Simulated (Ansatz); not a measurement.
Reactions of C2H6N2 (`CNC=N`).

Isolated molecules relaxed with PBE0-D4/def2-TZVP in Ansatz; ΔE leaves out vibrations. CCSD(T)/CBS is the MP2 limit (def2-TZVPP, def2-QZVPP) plus CCSD(T) − MP2 in def2-TZVPP, frozen cores. This one scheme is used for every species, atoms too. DFT in def2-TZVPP. B3LYP here is the variant with VWN-RPA as its local correlation; programs differ in this. No spin–orbit coupling; open shells (•) take unrestricted orbitals. Spin–orbit coupling would lower the free atoms: a little for C. Each species was taken in one conformer, which may not be the lowest.

| reaction | B3LYP-D4 (kJ/mol) |
| --- | --- |
| `CNC=N` → `N/C=C\N` | 19 |
| `CNC=N` + `CNC=O` → `CN(C=N)C=O` + CH₃NH₂ | 17 |
| `CNC=N` → 2 C• + 6 H• + 2 N• | 3844 |
| `CNC=N` + H₂O → `N=CO` + CH₃NH₂ | 15 |

(1) Give the CCSD(T)/CBS values in the same order. (Best estimate.)

Largest T1 diagnostic: 0.015, for `CN(C=N)C=O`.

Results:

(1) Ansatz gave: 13, 10, 3805, 18 kJ/mol.
